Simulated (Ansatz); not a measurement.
# C₂H₂F₂ (SMILES FC=CF): one structure at several levels

How do the functionals fare away from a minimum? The structure is a structure displaced at random from a GFN2-xTB minimum.

Method: single points in def2-TZVPP; program: Ansatz 0.2.0, Gaussian basis.

Cores are frozen in the correlated methods.

## Step 1: The starting structure

SMILES `FC=CF`, 6 atoms, charge 0, spin multiplicity 1.

Atoms are counted from 1 here; the program's logs count them from 0.

Bond lengths: F1–C2 1.472 Å, C2–C3 1.446 Å, C2–H5 0.995 Å, C3–F4 1.348 Å, C3–H6 1.093 Å. Angles: F1–C2–C3 113.3°, F1–C2–H5 108.5°, C3–C2–H5 138.1°, C2–C3–F4 108.4°, C2–C3–H6 134.0°, F4–C3–H6 117.5°.

Geometry (Å):

```xyz
6

F    -0.9796   -0.1155   -1.5109
C     0.2213   -0.0105   -0.6654
C    -0.0662   -0.0826    0.7494
F     1.1020   -0.1314    1.4199
H     1.0158    0.0900   -1.2562
H    -0.9869   -0.1292    1.3360
```

## Step 2: CCSD(T)/def2-TZVPP

Input file run/in.yaml:

```yaml
crystal:
  periodic: [false, false, false]
  atoms:
    - {symbol: F, position_ang: [-0.979600, -0.115500, -1.510900]}
    - {symbol: C, position_ang: [0.221300, -0.010500, -0.665400]}
    - {symbol: C, position_ang: [-0.066200, -0.082600, 0.749400]}
    - {symbol: F, position_ang: [1.102000, -0.131400, 1.419900]}
    - {symbol: H, position_ang: [1.015800, 0.090000, -1.256200]}
    - {symbol: H, position_ang: [-0.986900, -0.129200, 1.336000]}
basis:
  gaussian: {orbitals: def2-TZVPP}
correlation: {method: ccsd_t}
output: {forces: true}
```

The command line of these runs was not kept.

## Step 3: PBE0-D4/def2-TZVPP

Edit run/in.yaml of step 2 so:

```diff
@@ -11,3 +11,3 @@
   gaussian: {orbitals: def2-TZVPP}
-correlation: {method: ccsd_t}
-output: {forces: true}
+hamiltonian: {xc: pbe0, dispersion: d4}
+output: {forces: true, orbitals: {seedname: orbitals}}
```

## Step 4: wB97M-V/def2-TZVPP

Edit run/in.yaml of step 3 so:

```diff
@@ -11,3 +11,3 @@
   gaussian: {orbitals: def2-TZVPP}
-hamiltonian: {xc: pbe0, dispersion: d4}
-output: {forces: true, orbitals: {seedname: orbitals}}
+hamiltonian: {xc: {name: wB97M-V}}
+output: {forces: true}
```

## Step 5: r2SCAN-D4/def2-TZVPP

Edit run/in.yaml of step 4 so:

```diff
@@ -11,3 +11,3 @@
   gaussian: {orbitals: def2-TZVPP}
-hamiltonian: {xc: {name: wB97M-V}}
+hamiltonian: {xc: r2scan, dispersion: d4}
 output: {forces: true}
```

## Step 6: PBE-D4/def2-TZVPP

Edit run/in.yaml of step 5 so:

```diff
@@ -11,3 +11,3 @@
   gaussian: {orbitals: def2-TZVPP}
-hamiltonian: {xc: r2scan, dispersion: d4}
+hamiltonian: {xc: pbe, dispersion: d4}
 output: {forces: true}
```

## Step 7: HSE06-D4/def2-TZVPP

Edit run/in.yaml of step 6 so:

```diff
@@ -11,3 +11,3 @@
   gaussian: {orbitals: def2-TZVPP}
-hamiltonian: {xc: pbe, dispersion: d4}
+hamiltonian: {xc: hse06, dispersion: d4}
 output: {forces: true}
```

## Step 8: CAM-B3LYP-D4/def2-TZVPP

Edit run/in.yaml of step 7 so:

```diff
@@ -11,3 +11,3 @@
   gaussian: {orbitals: def2-TZVPP}
-hamiltonian: {xc: hse06, dispersion: d4}
+hamiltonian: {xc: {name: CAM-B3LYP}, dispersion: d4}
 output: {forces: true}
```

(Steps that only read results are left out.)

**Question.** What will these runs give? Wanted: energy less free atoms, CCSD(T)/def2-TZVPP; RMS force component; RMS force error; HOMO and LUMO, PBE0-D4; T1 diagnostic.

As calculated:

```
                                  quantity                                                                                                 value
energy less free atoms, CCSD(T)/def2-TZVPP                                                                                        -2244.0 kJ/mol
                       RMS force component                                                                  2.921 to 3.188 eV/Å over the methods
                           RMS force error  PBE0-D4 0.317, wB97M-V 0.314, r2SCAN-D4 0.185, PBE-D4 0.194, HSE06-D4 0.313, CAM-B3LYP-D4 0.358 eV/Å
                    HOMO and LUMO, PBE0-D4                                                                                    -7.39 and -0.99 eV
                             T1 diagnostic                                                                                                 0.014
```

What this shows: Against CCSD(T) the functionals' energies less atoms differ by -185.4 to -67.5 kJ/mol, PBE-D4 by -185.4 kJ/mol. A larger basis would deepen the CCSD(T) value, while the functionals are nearly converged already, so the order here is not reliable. On forces the order runs from r2SCAN-D4 to CAM-B3LYP-D4. Frozen-core CCSD(T) forces in triple zeta carry basis errors of their own, and this is one geometry, so small gaps rank nothing. The restricted Hartree–Fock reference is unstable towards an unrestricted one at one or more of these structures.
